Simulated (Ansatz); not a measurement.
Basis-set extrapolation for CH4O2S2, SMILES `OC(O)(S)S` (PBE0-D4/def2-TZVP geometry, frozen core, Ansatz). Multiplicity 1, RHF reference.

```
                      def2-TZVPP   def2-QZVPP
                 HF  -985.072507  -985.103819
    MP2 correlation    -1.003855    -1.086448
CCSD(T) correlation    -1.087307      not run
```

Energies in hartree. Use E(X) = E(∞) + A·exp(−7.88·√X) for Hartree–Fock and E(X) = E(∞) + B·X^(−2.97) for correlation, with X = 3 and 4, and add CCSD(T) minus MP2 of the smaller set to the MP2 limit.

Problem. What is the CCSD(T) energy at the basis-set limit?

Solution. HF limit: -985.103819 + (-0.031312) × 0.13774 = -985.10813. MP2 limit: -1.086448 + (-0.082593) × 0.74074 = -1.14763. Higher-order term: -1.087307 − (-1.003855) = -0.08345. Total: -986.33921 hartree, 112.6 kcal/mol below CCSD(T)/def2-TZVPP.
